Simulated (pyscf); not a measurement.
# Four-centre exchange: Cl–BH–Cl + SiH₄ → H₃Si–Cl + H₂B–Cl

Gas phase, singlet surface, charge 0. Bonds broken: Cl1–B2, Si5–H6. Bonds formed: Cl1–Si5, B2–H6. Single points on ωB97X-D3(BJ)/def2-SVP structures (PySCF, gas phase). Correlated levels are frozen-core, on RHF or UHF. ΔMP2 is the change of the MP2 total energy from the triple- to the quadruple-zeta basis.

Transition state (Å):

```xyz
9

Cl    -0.3603     0.0128     1.3134
B     -1.8104    -0.1336     0.0189
Cl    -1.7578    -1.7620    -0.7694
H     -2.8430     0.2345     0.5104
Si     0.3440     0.5602    -0.8810
H     -1.4511     0.7586    -0.8003
H      1.5888    -0.2049    -0.6092
H     -0.0123     0.2425    -2.2896
H      0.5082     2.0149    -0.6572
```

One imaginary mode, 329i cm⁻¹; descent along it reached the two sides named.

| bond | change | reactant side (Å) | saddle | product side |
|---|---|---|---|---|
| Cl1–B2 | breaks | 1.740 | 1.949 | 2.8 |
| Si5–H6 | breaks | 1.492 | 1.808 | 3.1 |
| Cl1–Si5 | forms | 4.1 | 2.369 | 2.084 |
| B2–H6 | forms | 2.9 | 1.264 | 1.205 |

Electronic energies relative to the separated reactants (kJ/mol):

```json
[
 {"level": "ωB97X-D3(BJ)/def2-TZVP", "barrier": "63.9", "reaction energy": "-4.3", "reverse barrier": "68.1"},
 {"level": "PBE/def2-TZVP", "barrier": "68.6", "reaction energy": "+9.5", "reverse barrier": "59.1"},
 {"level": "r²SCAN/def2-TZVP", "barrier": "71.2", "reaction energy": "+5.1", "reverse barrier": "66.1"},
 {"level": "B3LYP-D3(BJ)/def2-TZVP", "barrier": "84.2", "reaction energy": "+1.5", "reverse barrier": "82.7"},
 {"level": "PBE0-D3(BJ)/def2-TZVP", "barrier": "61.6", "reaction energy": "+4.4", "reverse barrier": "57.2"},
 {"level": "M06-2X/def2-TZVP", "barrier": "70.0", "reaction energy": "-4.9", "reverse barrier": "74.8"},
 {"level": "ωB97M-D3(BJ)/def2-TZVP", "barrier": "76.4", "reaction energy": "+0.7", "reverse barrier": "75.7"},
 {"level": "HF/def2-TZVP", "barrier": "158.6", "reaction energy": "-12.5", "reverse barrier": "171.1"},
 {"level": "MP2/def2-QZVPP", "barrier": "72.3", "reaction energy": "-0.9", "reverse barrier": "73.2"},
 {"level": "CCSD/def2-TZVPP", "barrier": "97.4", "reaction energy": "0.0", "reverse barrier": "97.3"},
 {"level": "CCSD(T)/def2-TZVPP", "barrier": "87.7", "reaction energy": "+3.1", "reverse barrier": "84.6"},
 {"level": "CCSD(T)/def2-TZVPP + ΔMP2(QZVPP)", "barrier": "82.5", "reaction energy": "+0.1", "reverse barrier": "82.4"}
]
```

With CCSD(T)/def2-TZVPP + ΔMP2(QZVPP) energies and thermal terms (ideal gas, 1 atm, RRHO with modes under 100 cm⁻¹ raised to 100, one conformer, R ln 2 for rigid chiral ones), in kJ/mol:

```
T (K)   ΔH‡    ΔG‡    ΔH     ΔG
-----  ----  -----  ----  -----
298    90.6  134.6  +3.0   -0.7
600    91.0  179.1  +2.9   -4.3
900    92.5  222.8  +2.5   -7.9
1200   94.4  266.0  +2.2  -11.3
```

One saddle was located; it need not be the lowest between these sides. The CCSD(T) − MP2 part came from Ansatz, without density fitting, on the same reference.
